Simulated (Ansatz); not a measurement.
in.yaml

```yaml
crystal:
  periodic: [false, false, false]
  atoms:
    - {symbol: C, position_ang: [-0.584438, 0.000000, 0.353146]}
    - {symbol: Be, position_ang: [0.745216, 0.000000, -0.579618]}
    - {symbol: H, position_ang: [0.301097, 0.000000, 0.974356]}
basis:
  gaussian: {orbitals: 6-31G}
magnetization: {spin_polarized: false, initial_magnetization: 1}
correlation: {method: sc_nevpt2, electrons: outside_noble_gas, active_space: {window: {electrons: 3, orbitals: 3}}}
```

```sh
$ ansatz run in.yaml --threads 1 --pin off --events-out ev --progress --plain --max-ram 2393MiB
```

Task: Roughly how long does this take on 1 thread of AMD EPYC 9B45, shared host, and how much host memory?

Result: 0.21 s wall and 0.15 GiB.

```
284 factors; integrals over basis functions are off by at most 2.7e-4 eV
mean field evaluation 1: about -1435.9388 eV, gradient 1.6e1 eV
mean field evaluation 2: about -1435.9394 eV, gradient 1.6e1 eV
mean field evaluation 4: about -1437.0016 eV, gradient 2.5e0 eV
mean field evaluation 8: about -1437.0307 eV, gradient 1.4e-3 eV
mean field evaluation 16: about -1436.9387 eV, gradient 1.7e0 eV
mean field evaluation 32: about -1426.7184 eV, gradient 1.9e1 eV
mean field evaluation 64: about -1436.0057 eV, gradient 1.3e-6 eV
mean field evaluation 96: about -1436.0194 eV, gradient 6.0e-2 eV
mean field -1437.42038603 eV, -52.8242248680 hartree, gradient 6.3e-6 eV, S^2 0.750000; 8 other end points of the search recorded, 0 dependent functions left out
reference -1437.42038603 eV, -52.8242248680 hartree; 6, 5 occupied and 14, 15 virtual orbitals, 284 factors
state -1438.98830611 eV, -52.8818448683 hartree
state -1438.98830611 eV, -52.8818448683 hartree; corrected -1440.86384398 eV, -52.9507696136 hartree
state -1437.89664001 eV, -52.8417268789 hartree
state -1437.89664001 eV, -52.8417268789 hartree; corrected -1439.56190425 eV, -52.9029242113 hartree
state -1438.98830611 eV, -52.8818448683 hartree; corrected -1440.86384398 eV, -52.9507696136 hartree
the orbitals are reached from a further start. From the first start the search ends at -1437.89645880 eV, -52.8417202195 hartree
Total energy: -1440.86384398 eV, -52.9507696136 hartree
```

For the same geometry and basis full CI lies 719.6 meV lower. By full CI's occupations no single determinant describes the state well.
